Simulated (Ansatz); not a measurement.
## How the elastic constant C44 of zinc-blende CuI moves with the method

No measured value is used here.

```json
[
 {"level (code)": "LDA (Ansatz)", "value (GPa)": "26.8", "cell (Å³/atom)": "25.18"},
 {"level (code)": "PBE (Ansatz)", "value (GPa)": "21.7", "cell (Å³/atom)": "28.08"},
 {"level (code)": "r²SCAN (Ansatz)", "value (GPa)": "22.8", "cell (Å³/atom)": "27.31"},
 {"level (code)": "B3LYP (VWN-RPA form) (Ansatz)", "value (GPa)": "19.6", "cell (Å³/atom)": "30.18"},
 {"level (code)": "HSE06 (Ansatz)", "value (GPa)": "20.3", "cell (Å³/atom)": "28.28"}
]
```

Each level is taken at its own relaxed cell. Cutoffs and k meshes differ between the levels. Ansatz's density-functional and Hartree–Fock values are scalar-relativistic unless marked +SOC, with PAW data made under PBE.

Ansatz is a program for electronic structure.
